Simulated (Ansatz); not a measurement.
Basis-set series for H4NPSi (`N1[SiH2]P1`). The species carries charge 0 and has multiplicity 1. The geometry is a stationary point of PBE0-D4/def2-TZVP.

| atom | x (Å) | y (Å) | z (Å) |
| --- | --- | --- | --- |
| N1 | 0.927 | -0.084 | 0.530 |
| Si2 | -0.776 | -0.057 | 0.372 |
| P3 | 0.682 | 1.229 | -0.638 |
| H4 | 1.629 | -0.799 | 0.436 |
| H5 | -1.450 | -1.127 | -0.401 |
| H6 | -1.546 | 0.351 | 1.567 |
| H7 | 0.535 | 0.487 | -1.865 |

```
functional       basis  functions  energy (Eh)  HOMO (eV)  LUMO (eV)
   PBE0-D4    def2-SVP         70   -687.42361      -6.63      -0.38
   PBE0-D4  def2-TZVPP        171   -687.71857      -6.72      -0.65
   ωB97M-V    def2-SVP         70   -687.66482      -8.71       1.59
   ωB97M-V  def2-TZVPP        171   -687.96234      -8.81       1.12
```

Question: Give the rows for def2-QZVPP. (An estimate is asked.)

Answer: The calculation gave: 
```json
{"functional": "PBE0-D4", "basis": "def2-QZVPP", "functions": "317", "energy (Eh)": "-687.74296", "HOMO (eV)": "-6.74", "LUMO (eV)": "-0.74"}
{"functional": "ωB97M-V", "basis": "def2-QZVPP", "functions": "317", "energy (Eh)": "-687.98516", "HOMO (eV)": "-8.84", "LUMO (eV)": "0.88"}
```

Positive LUMOs are unbound and depend on the basis.

Computed with Ansatz.
